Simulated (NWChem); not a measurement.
System: ethanol (C2H6O); SMILES CCO

```xyz
9

C      0.2487    -1.2036     0.0330
C     -0.5415     0.0900    -0.0189
O      0.2657     1.2331     0.0847
H     -0.4167    -2.0808     0.0084
H      0.8528    -1.2501     0.9518
H      0.9345    -1.2858    -0.8272
H     -1.1654     0.1124    -0.9364
H     -1.2425     0.1340     0.8303
H      0.8768     1.2319    -0.6592
```
Atoms are numbered in this order, from 1.

Computed with NWChem. Pople sets run with spherical d functions. The geometry was optimised at PBE0/def2-SVP. Solvent water, SMD (1 M gas to 1 M solution), gas-phase geometry.

Question: Taking PBE0/6-311++G** as the yardstick, which of these has the fewest basis functions while keeping “solvation free energy (kcal/mol)” within 1.0 kcal/mol of it: PBE0/6-311G**; PBE0/3-21G; PBE0/6-31+G*; PBE0/6-31G*; PBE0/STO-3G?

Answer: PBE0/3-21G.
```csv
level,basis functions,solvation free energy (kcal/mol),relative time (rough)
PBE0/STO-3G,21,-2.0,1
PBE0/3-21G,39,-5.5,1
PBE0/6-31G*,54,-4.6,3
PBE0/6-31+G*,66,-5.5,4
PBE0/6-311G**,90,-4.5,5
PBE0/6-311++G**,108,-5.1,10
```

The yardstick is one finite set, not the basis-set limit.
